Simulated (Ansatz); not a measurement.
```yaml
crystal:
  periodic: [false, false, false]
  atoms:
    - {symbol: Ga, position_ang: [-2.055653, -0.452214, -0.002450]}
    - {symbol: C, position_ang: [-0.000708, -0.108712, 0.001004]}
    - {symbol: Ga, position_ang: [2.051991, -0.465645, -0.001278]}
    - {symbol: H, position_ang: [0.004370, 1.026571, 0.002724]}
basis:
  gaussian: {orbitals: def2-TZVP}
magnetization: {spin_polarized: true, initial_magnetization: 1}
hamiltonian: {xc: pbe0}
relax: {f_tol: 0.004, max_steps: 80}
```

```sh
$ ansatz run in.yaml --threads 1 --pin off --events-out ev --progress --plain --max-ram 2176MiB
```

Steps of the relaxation (energy above the last step; positions in Å, forces in eV/Å):

```
4
step 1, 307.6 meV
Ga   -2.056   -0.452   -0.002    0.644   -0.061    0.001
C    -0.001   -0.109    0.001    0.004    0.572   -0.002
Ga    2.052   -0.466   -0.001   -0.644   -0.058    0.001
H     0.004    1.027    0.003   -0.004   -0.453    0.000
```

```
4
step 2, 235.0 meV
Ga   -1.995   -0.500   -0.002    0.252   -0.086    0.000
C     0.000   -0.055    0.001    0.003    0.437    0.000
Ga    1.992   -0.513   -0.001   -0.254   -0.085    0.000
H     0.004    1.069    0.003   -0.002   -0.266    0.000
```

```
4
step 3, 185.0 meV
Ga   -1.919   -0.611   -0.003    0.134    0.007    0.000
C     0.000    0.064    0.001    0.000   -0.012   -0.001
Ga    1.915   -0.624   -0.002   -0.134    0.007    0.000
H     0.004    1.171    0.003    0.000   -0.002    0.000
```

```
4
step 7, 82.0 meV
Ga   -1.720   -0.596   -0.002   -1.005   -0.462   -0.001
C     0.000    0.053   -0.001   -0.001    0.736    0.002
Ga    1.716   -0.608   -0.001    1.005   -0.470   -0.001
H     0.004    1.151    0.004    0.001    0.196    0.000
```

```
4
step 9, 6.8 meV
Ga   -1.742   -0.647   -0.003   -0.029   -0.071    0.000
C     0.000    0.102    0.000    0.000    0.138    0.000
Ga    1.737   -0.659   -0.002    0.029   -0.071    0.000
H     0.004    1.204    0.004    0.000    0.005    0.000
```

```
4
step 12, 0.0 meV
Ga   -1.698   -0.701   -0.002    0.000    0.000    0.000
C     0.001    0.158   -0.001    0.000   -0.005    0.002
Ga    1.693   -0.713   -0.001    0.000    0.000    0.000
H     0.004    1.257    0.005    0.000    0.004   -0.001
```

```
4
step 13, 0.0 meV
Ga   -1.698   -0.701   -0.003    0.000    0.000    0.000
C     0.001    0.158    0.000    0.000    0.000    0.000
Ga    1.693   -0.713   -0.002    0.000    0.000    0.000
H     0.004    1.257    0.004    0.000    0.000    0.000
```

Close pairs at the end: C2–H4 1.099 Å, Ga1–C2 1.903 Å, C2–Ga3 1.903 Å, Ga1–Ga3 3.390 Å.

A stationary point of unrestricted PBE0 after 13 steps, with ⟨S²⟩ = 0.769 against 0.75 for a pure state; no frequencies were run, so it isn't proven a minimum. 2.4 min on 1 thread of Intel Xeon 6975P-C, shared host.
